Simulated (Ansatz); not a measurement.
# BFH2: the cost of one run

The runs use Ansatz 0.2.0, Gaussian basis; PBE0-D4/def2-TZVP structures, single points in def2-TZVPP, no counterpoise correction.

Levels: SPW92, PBE-D4, BLYP-D4, r2SCAN-D4, B97M-V, PBE0-D4, B3LYP-D4, r2SCAN0-D4, BHLYP-D4, CAM-B3LYP-D4, wB97X-V, wB97M-V, B2PLYP, PBE-QIDH, RPA on PBE, Hartree-Fock, MP2, CCSD, CCSD(T).

Correlated methods freeze the cores. B3LYP uses VWN-RPA correlation. B2PLYP carries no dispersion term here.

94 further runs of the same task are left out: 94 set aside as unsound or not needed.

**1. The starting structure**

The complex: 8 atoms, charge 0, spin multiplicity 1.

Atoms are counted from 1 here; the program's logs count them from 0.

Bond lengths: B1–N2 1.656 Å, B1–H3 1.217 Å, B1–H4 1.217 Å, B1–F6 1.396 Å, N2–H5 1.016 Å, N2–H7 1.016 Å, N2–H8 1.015 Å. Angles: N2–B1–H3 104.4°, N2–B1–H4 104.4°, N2–B1–F6 103.2°, H3–B1–H4 114.7°, H3–B1–F6 114.2°, H4–B1–F6 114.2°, B1–N2–H5 110.1°, B1–N2–H7 110.1°, B1–N2–H8 110.9°, H5–N2–H7 108.2°, H5–N2–H8 108.7°, H7–N2–H8 108.7°.

Geometry (Å):

```xyz
8
BFH5N
B     0.3828    0.5801    0.4813
N    -0.3413   -0.5932   -0.4353
H     1.5724    0.4391    0.2689
H     0.0364    0.3311    1.6207
H    -0.1173   -0.4573   -1.4167
F    -0.1534    1.7615   -0.0336
H    -1.3506   -0.5443   -0.3311
H    -0.0289   -1.5170   -0.1543
```

Its parts: BH2F holds atoms 1, 3, 4, 6; NH3 holds atoms 2, 5, 7, 8. Each part counts its atoms afresh in its own runs.

**2. Relaxing BH2F alone**

relax-a/in.yaml

```yaml
crystal:
  periodic: [false, false, false]
  atoms:
    - {symbol: B, position_ang: [0.382771, 0.580113, 0.481289]}
    - {symbol: H, position_ang: [1.572390, 0.439092, 0.268948]}
    - {symbol: H, position_ang: [0.036430, 0.331079, 1.620673]}
    - {symbol: F, position_ang: [-0.153415, 1.761501, -0.033569]}
basis:
  gaussian: {orbitals: def2-TZVP}
hamiltonian: {xc: pbe0, dispersion: d4}
relax: {f_tol: 0.005, max_steps: 200}
```

The run is started by

```sh
> ansatz run in.yaml --threads 2 --pin off --events-out ev --progress --plain --max-ram 4352MiB
```

**Question.** How long does this run take on 2 threads of Arm Neoverse V2, shared host?

About 2.8 s.
